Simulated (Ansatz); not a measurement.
The input, for Ansatz 0.2.0:

```yaml
crystal:
  periodic: [false, false, false]
  atoms:
    - {symbol: Si, position_ang: [0.084376, 0.005225, 1.633098]}
    - {symbol: O, position_ang: [-0.080498, 0.013599, 0.006591]}
    - {symbol: Si, position_ang: [-0.003878, -0.018825, -1.639689]}
basis:
  gaussian: {orbitals: cc-pVDZ}
magnetization: {spin_polarized: true, initial_magnetization: 2}
correlation: {method: bccd, electrons: outside_noble_gas}
output: {forces: true}
```

```sh
$ ansatz run in.yaml --threads 1 --pin off --events-out ev --progress --plain --max-ram 2393MiB
```

Output:

```
499 factors; integrals over basis functions are off by at most 4.8e-4 eV
mean field evaluation 1: about -17757.6070 eV, gradient 2.1e1 eV
mean field evaluation 2: about -17757.6135 eV, gradient 2.1e1 eV
mean field evaluation 4: about -17759.5759 eV, gradient 2.5e0 eV
mean field evaluation 8: about -17759.7695 eV, gradient 1.4e-1 eV
mean field evaluation 16: about -17760.5883 eV, gradient 9.1e-2 eV
mean field evaluation 32: about -17760.5889 eV, gradient 3.4e-3 eV
mean field evaluation 64: about -17759.9475 eV, gradient 1.2e0 eV
mean field evaluation 96: about -17760.5809 eV, gradient 6.0e-1 eV
mean field evaluation 128: about -17760.5889 eV, gradient 1.3e-3 eV
mean field evaluation 160: about -17760.5889 eV, gradient 2.3e-3 eV
...
cycle  28  -8.98523700 eV  change   -4.9e-9 eV  update   1.2e-8
cycle   1  -8.98523631 eV  update   9.0e-8
cycle   2  -8.98523636 eV  change   -5.5e-8 eV  update   2.9e-8
cycle   3  -8.98523632 eV  change    4.2e-8 eV  update   1.2e-8
cycle   4  -8.98523631 eV  change    4.7e-9 eV  update   7.9e-9
cycle   5  -8.98523632 eV  change   -2.2e-9 eV  update   5.6e-9
cycle   6  -8.98523632 eV  change   1.6e-10 eV  update   4.9e-9
cycle   7  -8.98523632 eV  change   -2.3e-9 eV  update   3.8e-9
cycle   8  -8.98523632 eV  change   -2.3e-9 eV  update   2.3e-9
cycle   9  -8.98523632 eV  change  -4.8e-10 eV  update   1.2e-9
the calculation of the forces begins
Total energy: -17769.57415307 eV, -653.0198054754 hartree
Atom 0 at     0.084376     0.005225     1.633098 Å, force     0.084385     0.007843     1.853596 eV/Å
Atom 1 at    -0.080498     0.013599     0.006591 Å, force    -0.050956     0.004110    -0.374559 eV/Å
Atom 2 at    -0.003878    -0.018825    -1.639689 Å, force    -0.033429    -0.011953    -1.479036 eV/Å
Dipole moment:     0.026944    -0.004635    -0.009193 e Å
```

Forces (eV/Å):
```
Si   0.084  0.008  1.854
O   -0.051  0.004 -0.375
Si  -0.033 -0.012 -1.479
```

Ran on 1 thread of Arm Neoverse V2, shared host: 44 s wall, 0.22 GiB peak host memory.
